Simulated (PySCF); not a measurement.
**Si: ionisation energy**

Si [Ne] 3s2 3p2 (3P) → Si⁺ [Ne] 3s2 3p1 (2P), as a difference of total energies. All numbers are calculated (PySCF 2.14, scalar relativity by spin-free X2C-1e, in x2c-SVPall (4s3p1d, 18 functions)). Correlated levels: valence: [Ne] frozen. The calculations carry no spin-orbit coupling.

```tsv
method	ionisation energy (eV)	error (eV)
UHF	7.633	-0.524
r2SCAN	8.321	+0.164
BP86	8.236	+0.079
MP2 (valence)	7.859	-0.298
SCS-MP2 (valence)	7.792	-0.365
CCSD (valence)	7.865	-0.292
CCSD(T) (valence)	7.874	-0.283
```

Reference: 8.157 eV (measured; NIST levels, between the centres of gravity of the two terms).

Errors of the correlated levels include the incompleteness of this basis and the frozen core.
